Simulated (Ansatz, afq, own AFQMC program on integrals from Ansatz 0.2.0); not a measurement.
AFQMC on a folder of integrals that Ansatz 0.2.0 wrote.

```yaml
crystal:
  periodic: [false, false, false]
  atoms:
    - {symbol: P, position_ang: [0.000000, 0.028704, 0.492878]}
    - {symbol: Li, position_ang: [0.000000, 0.000275, -2.573526]}
    - {symbol: H, position_ang: [0.000000, 0.450699, 1.685416]}
    - {symbol: H, position_ang: [0.000000, -1.334662, 0.890673]}
basis:
  gaussian: {orbitals: cc-pVDZ}
magnetization: {spin_polarized: true, initial_magnetization: 2}
correlation: {method: ccsd_t, electrons: outside_noble_gas, hamiltonian_folder: ham}
```

```sh
$ ansatz run in.yaml --threads 1 --pin off --events-out ev --progress --plain --max-ram 1382MiB
```

afq runs on the folder ham with

```
--method free --trial cisd --walkers 60 --time-step 0.03 --max-blocks 80 --target-error 0.00034 --factor-cut 1e-05 --seed 1504 --times 0,0.3,0.6,1.2,1.8,2.4,3.6,4.8,6 --taylor-order 8
```

Times are imaginary, in 1/Eh. The walk had a cap of 932 s.

```
orbitals 36  electrons 5 3  factors 265 of 409
reference energy -349.28960973 Eh
CCSD correlation -0.13515508 Eh in 11 cycles, weight of the determinant in the CISD state 0.9221
repeat  energy at the last time / Eh  error
    10  -349.429019  0.000867
    20  -349.428847  0.000491
    30  -349.428820  0.000392
    40  -349.428950  0.000359
    50  -349.428730  0.000297
time / (1/Eh)  energy / Eh  error  mean overlap
  0.00  -349.424769  0.000051  1.0843
  0.30  -349.426722  0.000086  1.0902
  0.60  -349.427470  0.000090  1.0941
  1.20  -349.428087  0.000128  1.0990
  1.80  -349.428258  0.000152  1.1046
  2.40  -349.428431  0.000146  1.0958
  3.60  -349.428510  0.000197  1.0671
  4.80  -349.428384  0.000257  1.0767
  6.00  -349.428714  0.000292  1.0423
energy -349.428714 +/- 0.000292 Eh
```

Estimate how long the walk took on 1 thread of Intel(R) Xeon(R) Platinum 8259CL CPU @ 2.50GHz (Skylake/Cascade Lake), on a shared host.

3.5 min of wall time.

The run passed its tests (error under three times the target), which doesn't prove that it has relaxed.

Against this walk (error 7.9 meV) on the same determinant: CCSD(T) 27.4 meV higher, CCSDT(Q) 7.3 meV higher (within the noise). The error is statistical, and a free projection of finite length keeps a remainder of its start.

Cautions: remainder of the start not in the error; lower spins were not checked.

CCSDT and higher add their correlation energy to the determinant of the CCSD(T) run, since their own runs factorise the integrals more tightly (a shift of under 2 meV). A walk keeps the symmetry of its determinant, which the program's search chose and which needn't be the lowest solution, so a lower state of the same spin and another symmetry isn't excluded.
